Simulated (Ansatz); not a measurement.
Geometry optimisation, RKS BHLYP-D4/6-31G* in Ansatz 0.2.0.

The input (input.yaml):

```yaml
crystal:
  periodic: [false, false, false]
  atoms:
    - { symbol: Si, position_ang: [-0.239225, 0.226821, 0.007038] }
    - { symbol: O, position_ang: [-0.320516, 0.037298, 1.669007] }
    - { symbol: H, position_ang: [-1.005907, 0.547799, 2.102483] }
    - { symbol: H, position_ang: [1.128945, 0.545763, -0.419944] }
    - { symbol: H, position_ang: [-1.095135, 1.393625, -0.317555] }
    - { symbol: H, position_ang: [-0.787057, -0.925523, -0.724083] }
    - { symbol: "N", position_ang: [1.419053, -2.113189, 0.942187] }
    - { symbol: H, position_ang: [1.082827, -3.063809, 0.905298] }
    - { symbol: H, position_ang: [2.42319, -2.152911, 1.038588] }
    - { symbol: H, position_ang: [1.042825, -1.697374, 1.806279] }
basis:
  gaussian: { orbitals: "6-31G*" }
hamiltonian:
  xc: { name: BHLYP }
  dispersion: d4
relax:
  f_tol: 0.03
  max_steps: 50
output:
  orbitals: {}
```

Run as:

```bash
$ ansatz run input.yaml --threads 1 --pin off --max-ram 2048MiB --backend cpu --events-out ev --progress --plain --runs-dir out
```

Question: Where does it end, and by what steps?

Answer: It converged. After 7 steps the energy has fallen by 0.049 eV; H9 moved furthest, 0.38 Å.

```json
{"step": "0", "energy less start (eV)": "0.0000", "largest force component (eV/Å)": "0.801", "accepted": "yes"}
{"step": "1", "energy less start (eV)": "-0.0190", "largest force component (eV/Å)": "0.460", "accepted": "yes"}
{"step": "2", "energy less start (eV)": "-0.0311", "largest force component (eV/Å)": "0.342", "accepted": "yes"}
{"step": "3", "energy less start (eV)": "-0.0239", "largest force component (eV/Å)": "0.739", "accepted": "no"}
{"step": "4", "energy less start (eV)": "-0.0431", "largest force component (eV/Å)": "0.147", "accepted": "yes"}
{"step": "5", "energy less start (eV)": "-0.0472", "largest force component (eV/Å)": "0.282", "accepted": "yes"}
{"step": "6", "energy less start (eV)": "-0.0489", "largest force component (eV/Å)": "0.083", "accepted": "yes"}
{"step": "7", "energy less start (eV)": "-0.0493", "largest force component (eV/Å)": "0.018", "accepted": "yes"}
```

```xyz
10
Properties=species:S:1:pos:R:3
Si -0.129 0.043 0.098
O -0.369 -0.013 1.753
H -0.963 0.679 2.039
H 1.223 0.424 -0.345
H -0.979 1.213 -0.294
H -0.694 -1.078 -0.674
N 1.266 -1.928 0.964
H 0.968 -2.849 0.681
H 2.265 -1.875 0.842
H 1.061 -1.818 1.945
```

Whether the end is a true minimum wasn't checked by a vibrational analysis.

Run time: 18 s on 1 thread of Arm Neoverse V2, on a shared host, peak memory 0.13 GiB.
